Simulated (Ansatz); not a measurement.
Geometry optimisation, Ansatz 0.2.0, UKS B3LYP-D4/STO-3G.

input.yaml

```yaml
crystal:
  periodic: [false, false, false]
  atoms:
    - { symbol: Si, position_ang: [-1.93368, 0.39511, 1.0731] }
    - { symbol: C, position_ang: [-0.39896, -0.09451, 0.37414] }
    - { symbol: S, position_ang: [0.65708, 0.26851, -0.88921] }
    - { symbol: H, position_ang: [1.67556, -0.56912, -0.55803] }
magnetization:
  spin_polarized: true
  initial_magnetization: 1
basis:
  gaussian: { orbitals: STO-3G }
hamiltonian:
  xc: b3lyp
  dispersion: d4
relax:
  f_tol: 0.02
  max_steps: 40
```

Command:

```bash
$ ansatz run input.yaml --threads 1 --pin off --max-ram 2048MiB --backend cpu --events-out ev --progress --plain --runs-dir out
```

**Question.** Where does it end, and by what steps?

**Answer.** It converged. Limits of this set-up: minimal basis. After 6 steps the energy has fallen by 0.410 eV; C2 moved furthest, 0.37 Å.

| step | energy less start (eV) | largest force component (eV/Å) | accepted |
| --- | --- | --- | --- |
| 0 | 0.0000 | 3.371 | yes |
| 1 | -0.1958 | 1.515 | yes |
| 2 | -0.3346 | 0.786 | yes |
| 3 | -0.3850 | 0.444 | yes |
| 4 | -0.3960 | 0.516 | yes |
| 5 | -0.4085 | 0.188 | yes |
| 6 | -0.4098 | 0.009 | yes |

```xyz
4
Properties=species:S:1:pos:R:3
Si -1.810 0.201 1.202
C -0.527 0.187 0.168
S 0.730 0.259 -0.969
H 1.607 -0.647 -0.400
```

Whether the end is a true minimum wasn't checked by a vibrational analysis.

Time of the run: 11 s on 1 thread of Arm Neoverse V1, on a shared host, peak memory 0.12 GiB.
